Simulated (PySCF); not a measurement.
Several species in one continuum solvent.

Computed with PySCF at PBE0/pcSseg-1, non-relativistic, each on one gas-phase PBE0-D3(BJ)/def2-SVP geometry that isn't relaxed in the solvent. The solvent is an IEF-PCM continuum (van der Waals radii × 1.2). Specific hydrogen bonds and non-electrostatic terms are outside this model.

Task: Order them by E(solvent) − E(gas) in chloroform (ε = 4.711), most negative first (kcal/mol).
A. `[N:1]#[C:2][BH2-:3][PH+:4]([F:5])[F:6]` with C2–B3–P4–F5 -66°
B. `[CH3:1][O:2][B:3]([O:4][CH3:5])[S:6][SiH3:7]` with C1–O2–B3–O4 1°, O2–B3–O4–C5 -179°, O2–B3–S6–Si7 2°
C. `[CH3:1][CH:2]([CH3:3])[CH2:4][PH:5][CH2:6][PH2:7]` with C1–C2–C4–P5 173°, C2–C4–P5–C6 -178°, C4–P5–C6–P7 -167°, P5–C6–P7–H 51° and -43°
D. `[OH:1][PH2:2]` with H–O1–P2–H -133° and 134° (PH2OH)

Result: A (-8.1), D (-3.4), C (-2.6), B (-2.3).

```json
{"SMILES": "N#C[BH2-][PH+](F)F", "charge": "0", "ΔE (kcal/mol)": "-8.1", "polarisation term (kcal/mol)": "-9.4", "HOMO shift (eV)": "-0.10", "dipole gas (D)": "5.02", "dipole solvent (D)": "6.01", "atoms": "9"}
{"SMILES": "OP", "charge": "0", "ΔE (kcal/mol)": "-3.4", "polarisation term (kcal/mol)": "-3.6", "HOMO shift (eV)": "+0.07", "dipole gas (D)": "0.74", "dipole solvent (D)": "0.80", "atoms": "5"}
{"SMILES": "CC(C)CPCP", "charge": "0", "ΔE (kcal/mol)": "-2.6", "polarisation term (kcal/mol)": "-2.9", "HOMO shift (eV)": "+0.02", "dipole gas (D)": "1.69", "dipole solvent (D)": "2.05", "atoms": "21"}
{"SMILES": "COB(OC)S[SiH3]", "charge": "0", "ΔE (kcal/mol)": "-2.3", "polarisation term (kcal/mol)": "-2.5", "HOMO shift (eV)": "-0.15", "dipole gas (D)": "2.13", "dipole solvent (D)": "2.42", "atoms": "16"}
```

The polarisation term is half the interaction of the solute with the induced surface charges.
